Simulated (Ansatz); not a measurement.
**BN (triplet): the correlation ladder, cc-pVDZ**

How much of the correlation energy of BN (triplet) does each wave-function method recover here?

Computed with Ansatz 0.2.0, Gaussian basis. Level: cc-pVDZ, core rule «outside noble gas», up to 2 orbitals frozen.

To be run: UHF; CCSD(T) on ROHF; CCSD(T) on UHF; BCCD(T) on ROHF; CISD; CCSDT(Q) on ROHF; CCSDT(Q) on UHF; CISDTQ; CCSDTQ on ROHF; CCSDTQ on UHF; CASSCF and MRCISD+Q, 8 electrons in 8 orbitals; CASSCF and MRCISD+Q(relaxed), 8 electrons in 8 orbitals; CASSCF and NEVPT2, 8 electrons in 8 orbitals; Full CI.

6 further runs of the same task are left out: 6 set aside as unsound or not needed.

### 1 The system

The geometry is a PBE0/def2-TZVP stationary point (not a proven minimum).

2 atoms, charge 0, spin multiplicity 3.

Atoms are counted from 1 here; the program's logs count them from 0.

Bond lengths: B1–N2 1.315 Å.

Coordinates:

```xyz
2
BN
B     0.0000    0.0000    0.0000
N     0.0000    0.0000    1.3155
```

### 2 UHF

File in.yaml:

```yaml
crystal:
  periodic: [false, false, false]
  atoms:
    - {symbol: B, position_ang: [0.000000, 0.000000, 0.000000]}
    - {symbol: N, position_ang: [0.000000, 0.000000, 1.315453]}
basis:
  gaussian: {orbitals: cc-pVDZ}
magnetization: {spin_polarized: true, initial_magnetization: 2}
hamiltonian: {xc: hf}
output: {orbitals: {seedname: orbitals}}
```

On the command line:

```console
$ ansatz run in.yaml --threads 1 --pin off --events-out ev --progress --plain --max-ram 2816MiB --backend cpu
```

Further steps of the session: CCSD(T) on ROHF; CCSD(T) on UHF; BCCD(T) on ROHF; CISD; CCSDT(Q) on ROHF; CCSDT(Q) on UHF; CISDTQ; CCSDTQ on ROHF; CCSDTQ on UHF; CASSCF and MRCISD+Q, 8 electrons in 8 orbitals; CASSCF and MRCISD+Q(relaxed), 8 electrons in 8 orbitals; CASSCF and NEVPT2, 8 electrons in 8 orbitals; Full CI.

Q: Predict the results of all the runs planned. Wanted: FCI below the RHF energy; RMP2 from FCI; UMP2 from FCI; RCCSD from FCI; RCCSD(T) from FCI; UCCSD(T) from FCI; RCCSDT(Q) from FCI; UCCSDT(Q) from FCI; NEVPT2 valence from FCI.

As calculated:

| quantity | value |
| --- | --- |
| FCI below the RHF energy | -5.8139 eV |
| RMP2 from FCI | +19.24 kcal/mol |
| UMP2 from FCI | +20.82 kcal/mol |
| RCCSD from FCI | +6.82 kcal/mol |
| RCCSD(T) from FCI | +1.39 kcal/mol |
| UCCSD(T) from FCI | +1.50 kcal/mol |
| RCCSDT(Q) from FCI | +0.01 kcal/mol |
| UCCSDT(Q) from FCI | -0.18 kcal/mol |
| NEVPT2 valence from FCI | +14.84 kcal/mol |
| MRCISD+Q valence from FCI | +0.35 kcal/mol |
| MRCISD+Q(relaxed) valence from FCI | -0.34 kcal/mol |
| levels within 1 kcal/mol (43 meV) | RCCSDT, UCCSDT, CISDTQ, RCCSDT(Q), UCCSDT(Q), RCCSDTQ, UCCSDTQ, MRCISD+Q valence, MRCISD+Q(relaxed) valence |
| T1 diagnostic | 0.039 |
| effectively unpaired electrons | 2.09 |

What this shows: RCCSD(T) misses by +1.39 kcal/mol, 1.0 % of the correlation energy. UCCSDT(Q), MRCISD+Q(relaxed) valence fall below full CI: unrestricted runs freeze a spin-polarised core, another one than full CI's, and coupled cluster isn't variational. One determinant dominates. Of the multireference levels listed MRCISD+Q(relaxed) valence comes nearest in total energy (-0.34 kcal/mol), which doesn't show that its space is the better one. These misses are within one basis, not against nature; the frozen cores of restricted and unrestricted runs differ, which can shift their rows.
